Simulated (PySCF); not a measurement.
CH: from constants to spectrum

UHF-CCSD(T) constants of CH, ²Π (doublet), unpaired electrons π ↑ (basis H pcseg-2, C pcseg-2; no relativity; PySCF 2.14; masses 1.0078 and 12.0000 u):

| Quantity | Value |
| --- | --- |
| ωe | 2869.6 cm⁻¹ |
| ωexe | 66.1 cm⁻¹ |
| Be | 14.477 cm⁻¹ |
| αe | 0.537 cm⁻¹ |
| D (centrifugal) | 0.00147 cm⁻¹ |
| De to H + C | 3.55 eV |

Give the vibrational terms G(v) and spacings up to v = 5.

G(v) = ωe(v+½) − ωexe(v+½)².

| v | G(v) (cm⁻¹) | G(v) − G(v−1) | Bv (cm⁻¹) |
| --- | --- | --- | --- |
| 0 | 1418 |  | 14.21 |
| 1 | 4156 | 2737 | 13.67 |
| 2 | 6761 | 2605 | 13.13 |
| 3 | 9234 | 2473 | 12.60 |
| 4 | 11575 | 2341 | 12.06 |
| 5 | 13783 | 2209 | 11.52 |

How well does the Morse estimate ωe²/(4ωexe) reproduce De, and what is D0?

It gives 3.86 eV, 109 % of the computed De. D0 = De − G(0) = 3.55 − 0.18 = 3.37 eV.

Correlated steps freeze 1 core orbital. The state is the lowest determinant that a PBE0 search found; another state may lie lower at other levels.
